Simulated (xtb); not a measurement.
carbonyl sulfide (COS), SMILES C(=O)=S. All values are semi-empirical tight-binding results from xtb (GFN2-xTB unless named), good for trends rather than for accurate numbers. The structure is a stationary point at GFN2-xTB.

**Question.** Estimate the properties. (An estimate is asked for; the answer gives what the named calculation found.)

**Answer.** 
* **point group as xtb finds it**: C∞v
* **orbital gap**: 4.63 eV
* **zero-point energy**: 5.7 kcal/mol
* **G − E(el) at 298.15 K (modified RRHO)**: -8.4 kcal/mol
* **static polarisability (D4 model)**: 33.9 bohr³
* **solvation energy, GFN2-xTB/ALPB(water)**: 3.0 kcal/mol
* **solvation energy, GFN2-xTB/ALPB(acetonitrile)**: -3.3 kcal/mol
